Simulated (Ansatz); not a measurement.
# C₂H₃Cl₂F: one species, many methods

The task here is to estimate one member of a computed series from the others.

Method: functionals in def2-TZVPP, the program's frozen cores in correlated methods; program: Ansatz 0.2.0, Gaussian basis.

Plan: LDA (SPW92), PBE-D4, revPBE-D4, BLYP-D4, r2SCAN-D4, B97M-V, PBE0-D4, B3LYP-D4, r2SCANh-D4, r2SCAN0-D4, HSE06-D4, BHLYP-D4, CAM-B3LYP-D4, LC-ωPBE, ωB97X-V, ωB97M-V, B2PLYP, PBE-QIDH; CCSD(T)/def2-SVP; CCSD(T)/def2-TZVPP; MP2/def2-QZVPP; extrapolation to the limit; RPA on PBE.

## The geometry

All runs share one geometry, relaxed beforehand with PBE0-D4 in a triple-zeta def2 set.

SMILES `CC(F)(Cl)Cl`, 8 atoms, charge 0, spin multiplicity 1.

Atoms are counted from 1 here; the program's logs count them from 0.

Bond lengths: C1–C2 1.502 Å, C1–H6 1.090 Å, C1–H7 1.090 Å, C1–H8 1.088 Å, C2–F3 1.348 Å, C2–Cl4 1.776 Å, C2–Cl5 1.776 Å. Angles: C2–C1–H6 108.9°, C2–C1–H7 108.9°, C2–C1–H8 110.1°, H6–C1–H7 109.8°, H6–C1–H8 109.6°, H7–C1–H8 109.6°, C1–C2–F3 110.1°, C1–C2–Cl4 111.1°, C1–C2–Cl5 111.1°, F3–C2–Cl4 107.6°, F3–C2–Cl5 107.6°, Cl4–C2–Cl5 109.3°.

Coordinates:

```mol
C2H3Cl2F
  3D, bonds by distance, orders not assigned

  8  7  0  0  0  0  0  0  0  0999 V2000
   -0.1335   -0.5059    0.6463 C   0  0
    0.1994    0.3913   -0.5113 C   0  0
    1.5236    0.6432   -0.5374 F   0  0
   -0.2324   -0.3727   -2.0559 Cl  0  0
   -0.6411    1.9502   -0.3730 Cl  0  0
    0.1634   -0.0118    1.5720 H   0  0
    0.4149   -1.4420    0.5359 H   0  0
   -1.2021   -0.7093    0.6676 H   0  0
  1  2  8  0
  2  3  8  0
  2  4  8  0
  2  5  8  0
  1  6  8  0
  1  7  8  0
  1  8  8  0
M  END
```

The first run:

in.yaml

```yaml
crystal:
  periodic: [false, false, false]
  atoms:
    - {symbol: C, position_ang: [-0.133495, -0.505921, 0.646302]}
    - {symbol: C, position_ang: [0.199363, 0.391297, -0.511326]}
    - {symbol: F, position_ang: [1.523611, 0.643229, -0.537444]}
    - {symbol: Cl, position_ang: [-0.232411, -0.372676, -2.055900]}
    - {symbol: Cl, position_ang: [-0.641135, 1.950217, -0.373038]}
    - {symbol: H, position_ang: [0.163395, -0.011829, 1.571994]}
    - {symbol: H, position_ang: [0.414921, -1.441984, 0.535870]}
    - {symbol: H, position_ang: [-1.202149, -0.709330, 0.667643]}
basis:
  gaussian: {orbitals: def2-TZVPP}
hamiltonian: {xc: lda}
output: {orbitals: {seedname: orbitals}}
```

Steps of the session up to this table: LDA; PBE-D4 (GGA); revPBE-D4 (GGA); BLYP-D4 (GGA); r2SCAN-D4 (meta-GGA); B97M-V (meta-GGA); PBE0-D4 (hybrid); B3LYP-D4 (hybrid); r2SCANh-D4 (hybrid); r2SCAN0-D4 (hybrid); HSE06-D4 (hybrid); BHLYP-D4 (hybrid); CAM-B3LYP-D4 (range-separated); LC-ωPBE-D4 (range-separated; the results give it without D4); ωB97X-V (range-separated); ωB97M-V (range-separated); B2PLYP (double hybrid); PBE-QIDH (double hybrid).

One of the session's tables, all rows but one given; the rest of the session is left out.

It belongs to the step «Frontier levels by functional». 

| functional | HOMO (eV) | gap (eV) |
| --- | --- | --- |
| LDA (SPW92) | -7.55 | 6.03 |
| PBE-D4 | -7.40 | 6.11 |
| revPBE-D4 | -7.35 | 6.14 |
| BLYP-D4 | -7.25 | 6.05 |
| r2SCAN-D4 | -7.77 | 6.66 |
| B97M-V | -7.89 | 6.89 |
| PBE0-D4 | -8.86 | 8.68 |
| B3LYP-D4 | -8.59 | 8.12 |
| r2SCANh-D4 | -8.30 | 7.60 |
| r2SCAN0-D4 | -9.10 | 9.02 |
| HSE06-D4 | -8.46 | 7.89 |
| BHLYP-D4 | -10.18 | 11.21 |
| CAM-B3LYP-D4 | -10.27 | 11.29 |
| LC-ωPBE | -11.72 | 14.05 |
| ωB97X-V | ? | ? |
| ωB97M-V | -11.14 | 13.22 |

Estimate the missing values for ωB97X-V.

The run gave: HOMO (eV): -11.32; gap (eV): 13.52. In the column «HOMO (eV)» it lies between LC-ωPBE (-11.72) and ωB97M-V (-11.14).
